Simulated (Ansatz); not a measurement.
**Reading a saddle point**

A first-order saddle point of SiNH₇S, closed shell, PBE0-D4/def2-TZVP, with one imaginary mode of 239i cm⁻¹:

Si1  (-0.825, -0.648, 0.131)
S2  (2.014, -0.654, 0.543)
H3  (-0.440, -1.890, -0.558)
H4  (-0.816, -0.532, 1.598)
H5  (-2.252, -0.395, -0.274)
H6  (0.982, 0.581, -0.410)
N7  (-0.078, 0.839, -0.695)
H8  (2.022, 0.101, 1.654)
H9  (-0.232, 0.875, -1.699)
H10  (-0.376, 1.722, -0.290)
(Å)

Program: Ansatz 0.2.0. Basis: def2-TZVPP and def2-QZVPP. Cores are frozen in the correlated methods. Extrapolation: Hartree–Fock as exp(−7.88 √X), correlation as X^−2.97.

Q: Which contacts change along the imaginary mode, and what lies on either side? (A judgement: the text doesn't fix the answer.)

A: The calculation gives: The step is SiH₄S ([SiH3][SH]) + NH₃ → SiNH₅ ([NH2][SiH3]) + H₂S, with the molecules in contact on both sides. Shortening one way: Si1–N7, S2–H6; lengthening the same way: Si1–S2, H6–N7.
```json
{"pair": "Si1–N7", "one side (Å)": "2.84", "saddle (Å)": "1.86", "other side (Å)": "1.73"}
{"pair": "S2–H6", "one side (Å)": "3.19", "saddle (Å)": "1.87", "other side (Å)": "1.35"}
{"pair": "Si1–S2", "one side (Å)": "2.14", "saddle (Å)": "2.87", "other side (Å)": "4.24"}
{"pair": "H6–N7", "one side (Å)": "1.01", "saddle (Å)": "1.13", "other side (Å)": "2.21"}
```

Q: Which side is lower, and how far does the saddle lie above each? (To be estimated.)

A: The calculation gives: The side with Si1–S2, H6–N7 short is lower by 18.0 kJ/mol; the saddle lies 108.9 kJ/mol above it and 90.8 kJ/mol above the other (CCSD(T) at an estimated basis limit (MP2 extrapolated from triple and quadruple zeta, plus CCSD(T) − MP2 in triple zeta); electronic energies).

T1 diagnostic: at most 0.011.

Labels in which every atom is bracketed show which atoms are joined, not bond orders.

For scale, one of the runs: CCSD(T)/def2-TZVPP, 213 basis functions, launched by `ansatz run in.yaml --threads 4 --pin off --events-out ev --progress --plain --max-ram 9574MiB`. Hardware: 4 CPU threads of an Arm Neoverse V1, shared host. Wall time 34 s; peak host memory 2.8 GiB.
